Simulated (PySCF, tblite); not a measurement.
Species: C₆H₆ (charge +1 and doublet state).
Atom-mapped SMILES: `[CH2:1]=[C:2]1[CH:3]=[CH:4][C:5]1[CH2+:6]` (hydrogens: H7, H8 on C1; H9 on C3; H10 on C4; H11, H12 on C6)

The geometry is computed with GFN2-xTB (gas phase). This method treats the open shell by occupation alone, without spin polarisation.

List the bond lengths, angles and torsions at this level.

| bond | length (Å) | order |
| --- | --- | --- |
| C1=C2, C5–C6 | 1.344 | double/single |
| C2–C3, C4–C5 | 1.437 | single |
| C3=C4 | 1.407 | double |
| C2–C5 | 1.528 | single |
| C1–H7, C6–H12 | 1.079 | single |
| C1–H8, C6–H11 | 1.080 | single |
| C3–H9, C4–H10 | 1.076 | single |

Bonds in one row agree within 0.01 Å and their mean is given. Orders are formal, as drawn. A selection of angles:
| angle | degrees |
| --- | --- |
| C2–C1–H7 | 121.7 |
| C2–C1–H8 | 120.9 |
| H7–C1–H8 | 117.4 |
| C1–C2–C3 | 135.4 |
| C1–C2–C5 | 137.0 |
| C3–C2–C5 | 87.6 |
| C2–C3–C4 | 92.4 |
| C2–C3–H9 | 133.7 |
| C4–C3–H9 | 133.9 |

Torsions: C1–C2–C3–C4 180° (antiperiplanar); C2–C3–C4–C5 0° (synperiplanar); C3–C4–C5–C6 180° (antiperiplanar); C1–C2–C5–C4 180° (antiperiplanar).

The C–C distances run from 1.343 Å (C5–C6, drawn single) to 1.528 Å (C2–C5, drawn single in one of several resonance forms), a spread of 0.185 Å. The 6 heavy atoms lie in one plane (0.002 Å rms). C1 (carbon bonded to C and 2 H) is planar (angles 121.7°, 120.9° and 117.4°, sum 360.0°, 0.00 Å off the plane of its three neighbours). C3 (carbon bonded to 2 C and H) is planar (angles 133.9°, 133.7° and 92.4°, sum 360.0°, 0.01 Å off the plane of its three neighbours). C2 (carbon bonded to 3 C) is planar (angles 137.0°, 135.4° and 87.6°, sum 360.0°, 0.00 Å off the plane of its three neighbours). The 4-membered ring C2–C3–C4–C5 has internal angles of 87.6° to 92.4°; it is planar, 0.00 Å rms from its mean plane, widest ring torsion 0°.

GFN2-xTB frequencies show an imaginary mode (83i cm⁻¹), so the point is no minimum at that level. Torsions: C4–C5–C6–H 2° and -179°.

One conformer stands for the species.
